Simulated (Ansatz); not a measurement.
Basis-set extrapolation for `CC(Cl)=C(O)O` (PBE0-D4/def2-TZVP geometry, frozen core, Ansatz). Multiplicity 1, RHF reference.

|  | def2-TZVPP | def2-QZVPP |
| --- | --- | --- |
| HF | -725.837791 | -725.862866 |
| MP2 correlation | -1.157302 | -1.247782 |
| CCSD(T) correlation | -1.243168 | not run |

Energies in hartree. Use E(X) = E(∞) + A·exp(−7.88·√X) for Hartree–Fock and E(X) = E(∞) + B·X^(−2.97) for correlation, with X = 3 and 4, and add CCSD(T) minus MP2 of the smaller set to the MP2 limit.

What is the CCSD(T) energy at the basis-set limit?

HF limit: -725.862866 + (-0.025075) × 0.13774 = -725.86632. MP2 limit: -1.247782 + (-0.090480) × 0.74074 = -1.31480. Higher-order term: -1.243168 − (-1.157302) = -0.08587. Total: -727.26699 hartree, 116.7 kcal/mol below CCSD(T)/def2-TZVPP.
